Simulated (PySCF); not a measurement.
# C4H3FS: the cost of one run

The runs use PySCF 2.14.0, with density-fitted response routines of our own; the level of theory stands in each step. All values are computed, except where a source is named. Atoms count from 0, in the outputs and in this text.

## (1) The starting structure

9 atoms, charge 0, multiplicity 1; geometry from: GFN2-xTB. The atoms were then displaced at random by about 0.01 Å, so the start is not that level's minimum.

Bonds of the start (Å): F0–C1 1.35, C1–C2 1.34, C2–C3 1.40, C3–C4 1.33, C4–S5 1.56, C1–H6 1.08, C2–H7 1.09, C3–H8 1.09.

## (2) Relaxing the molecule at PBE0-D3(BJ)/def2-SVP

The job: settings as JSON, then the geometry in Å.

```
{"job": {"xc": "PBE0", "basis": "def2-SVP", "d3": "d3bj", "grid": 1, "shake": 0.01, "kind": "geom"}, "charge": 0, "multiplicity": 1}
F      2.695530     0.102400    -0.541670
C      1.533080    -0.424130    -0.087760
C      0.416280     0.306210     0.058780
C     -0.765480    -0.244600     0.554890
C     -1.908650     0.423510     0.712460
S     -3.230900     1.225000     0.921120
H      1.658250    -1.474180     0.127480
H      0.468110     1.364300    -0.187500
H     -0.808420    -1.295650     0.826380
```

Started as:

```bash
> OMP_NUM_THREADS=1 python probes_run.py task.json out
```

The driver reads the jobs from task.json and runs them one after another.

Q: Estimate the wall time and peak memory of this first job on 1 thread of Arm Neoverse V1, shared host.

About 32 s, with a peak of 0.43 GiB.
